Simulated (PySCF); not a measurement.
Species: 2,2-difluoropropane, C3H6F2.
Geometry (PBE0-D3(BJ)/def2-SVP, Å), atoms numbered from 1 in this order:
```
atom  x, y, z in Å
C1     1.0041    0.7960   -0.2540
C2    -0.3936    0.3479    0.0926
C3    -0.6085   -1.1429    0.1591
F4    -1.2584    0.8728   -0.8234
F5    -0.7404    0.8924    1.2956
H6     1.2850    0.4319   -1.2514
H7     1.7231    0.4157    0.4842
H8     1.0365    1.8943   -0.2517
H9     0.0322   -1.5865    0.9330
H10   -0.3772   -1.6055   -0.8098
H11   -1.6600   -1.3410    0.4082
```

Computed, not measured: EOM-IP-CCSD/aug-cc-pVDZ in PySCF, restricted Hartree–Fock reference, frozen core, non-relativistic, gas phase, PBE0-D3(BJ)/def2-SVP geometry.

Hartree–Fock orbital energies give these Koopmans values (eV): HOMO 13.53, HOMO-1 14.97, HOMO-2 15.07, HOMO-3 15.10, HOMO-4 15.53, HOMO-5 16.79, HOMO-6 16.90, HOMO-7 18.02.

**Question.** What vertical ionisation energies does EOM-IP-CCSD give?

**Answer.** 
```
leading hole (HF orbital)  Koopmans (eV)  EOM-IP-CCSD (eV)  change (eV)  one-hole share
                     HOMO          13.53             12.06        -1.47            0.96
                   HOMO-3          15.10             13.82        -1.28            0.96
                   HOMO-4          15.53             13.89        -1.64            0.95
                   HOMO-2          15.07             13.92        -1.15            0.96
                   HOMO-1          14.97             13.93        -1.04            0.96
                   HOMO-6          16.90             15.00        -1.90            0.96
                   HOMO-5          16.79             15.27        -1.52            0.95
                   HOMO-7          18.02             15.51        -2.51            0.95
```

**Question.** Does the order of the lines follow the orbital energies?

**Answer.** No: the HOMO-3 hole (13.82 eV) falls below the HOMO-2 hole (13.92 eV); the HOMO-3 hole (13.82 eV) falls below the HOMO-1 hole (13.93 eV); the HOMO-4 hole (13.89 eV) falls below the HOMO-2 hole (13.92 eV); the HOMO-4 hole (13.89 eV) falls below the HOMO-1 hole (13.93 eV), among 6 such swaps. The corrections run from -2.51 to -1.04 eV, with a mean of -1.56 eV over the 8 lines; no line lies above its Koopmans value.

**Question.** At what kinetic energies would He I light (21.22 eV) eject these electrons?

**Answer.** 9.16 eV (HOMO), 7.40 eV (HOMO-3), 7.33 eV (HOMO-4), 7.30 eV (HOMO-2), 7.29 eV (HOMO-1), 6.22 eV (HOMO-6), 5.95 eV (HOMO-5), 5.71 eV (HOMO-7).

Lines less than 0.15 eV apart could change places at a higher level. One root was sought for each valence orbital with −ε under 21 eV, eight at most, so deeper holes and satellites are missing; no vibrational structure.
